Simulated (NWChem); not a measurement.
# PBE0-DH/pc-1 run of [PH2]− (phosphanide)

What is the vertical electron affinity of [PH2]− (phosphanide) at PBE0-DH/pc-1? 

The results are computed with NWChem 7.3.0.

2 further runs of the same task are left out: 2 set aside as unsound or not needed.

## 1. Starting point

[PH2]−: 3 atoms, total charge -1, spin state singlet. As SMILES, `[PH2-]`. Geometry: relaxed at GFN2-xTB.

Bond lengths: P1–H2 1.345 Å, P1–H3 1.345 Å. Angles: H2–P1–H3 91.0°.

## 2. The energy at PBE0-DH/pc-1

The input, h2p.nw:

```
start h2p
title "H2P PBE0-DH"
memory total 2200 mb
charge -1
geometry units angstrom noautoz
   P      0.498920    -0.293580     0.245050
   H      0.105590     0.990220     0.165130
   H     -0.604500    -0.696650    -0.410180
end
basis "ao basis" spherical bse
   P library pc-1
   H library pc-1
end
dft
   xc hfexch 0.5 xpbe96 0.5 cpbe96 0.875 mp2 0.125
   dftmp2 semidirect
   grid medium
   convergence energy 1e-07
   direct
   mulliken
   print low
end
mp2
   freeze core 5
end
task dft energy
```

Launch:

```bash
$ nwchem h2p.nw > h2p.out
```

Standard output:

```text
[...]
 Group name             C2v
[...]
 d= 0,ls=0.0,diis     1   -342.3231589866 -3.54D+02  6.06D-02  1.64D+00     0.2
[...]
 d= 0,ls=0.0,diis     7   -342.4982142060 -2.58D-09  1.50D-06  7.77D-11     0.8
         Total DFT energy =     -342.498214206023
      One electron energy =     -502.361555239482
           Coulomb energy =      171.994561373689
    Exchange-Corr. energy =      -24.209414779828
 Nuclear repulsion energy =       12.078194439599
[...]
      Total Density - Mulliken Population Analysis
     ---------------------------------------------
    Atom       Charge   Shell Charges
 -----------   ------   -------------------------------------------------------
    1 P   15    15.80   2.00  2.01  0.72  1.00  5.98  1.82  2.20  0.07
    2 H    1     1.10   0.78  0.30  0.02
    3 H    1     1.10   0.78  0.30  0.02
[...]
  Basis functions       =     28
[...]
```

Run time: 1.6 s. Hardware: 1 thread of Intel Xeon Platinum 8488C (Sapphire Rapids), shared host; peak memory 0.11 GiB.

## 3. Doublet [PH2]2−, same level

The input, h2p.nw:

```
START h2p
TITLE "H2P PBE0-DH"
memory 2200 mb
charge -2

GEOMETRY noautosym nocenter
zmatrix
  P
  H 1 1.345079
  H 1 1.345112 2 90.9845
end
END

BASIS spherical bse
P library pc-1
H library pc-1
END

DFT
xc hfexch 0.5 xpbe96 0.5 cpbe96 0.875 mp2 0.125
dftmp2 semidirect
mult 2
grid medium
convergence energy 1e-07
direct
maxiter 150
mulliken
print low
END

MP2
freeze core 5
END

TASK dft energy
```

Launch:

```bash
$ nwchem h2p.nw > h2p.out
```

Standard output:

```text
[...]
 d= 0,ls=0.0,diis     1   -341.3937990412 -3.53D+02  3.16D-01  2.22D+00     0.3
[...]
 d= 0,ls=0.0,diis     8   -342.1507964427 -8.31D-09  5.76D-06  8.71D-10     1.6
[...]
         Total DFT energy =     -342.150796442676
      One electron energy =     -506.153955608541
           Coulomb energy =      176.311489941134
    Exchange-Corr. energy =      -24.386527845327
 Nuclear repulsion energy =       12.078197070059
[...]
      Total Density - Mulliken Population Analysis
     ---------------------------------------------
    Atom       Charge   Shell Charges
 -----------   ------   -------------------------------------------------------
    1 P   15    15.74   2.00  2.01  0.69  0.82  5.98  1.74  2.44  0.06
    2 H    1     1.63   0.72  0.89  0.02
    3 H    1     1.63   0.72  0.89  0.02
[...]
      <S2> =      0.7530 (Exact =     0.7500)
[...]
  Basis functions       =     28
[...]
```

Run time: 2.5 s. Hardware: 1 thread of Intel Xeon Platinum 8488C (Sapphire Rapids), shared host; peak memory 0.11 GiB.

## 4. What came out

At PBE0-DH/pc-1, 5 core orbitals frozen:

| quantity | value |
| --- | --- |
| singlet [PH2]−: total energy | -342.51733 Eh |
| doublet [PH2]2−: total energy | -342.17146 Eh |
| doublet [PH2]2−: ⟨S²⟩ | 0.753 |
| vertical electron affinity (to the doublet dianion) | -9.412 eV |

The dianion lies 9.41 eV (908 kJ/mol) above the anion: the electron isn't bound at this level, and such a value depends on the basis. Without diffuse functions anions come out too high. Mulliken charges (doublet [PH2]2−) run from -0.74 on P1 to -0.63 on H2.
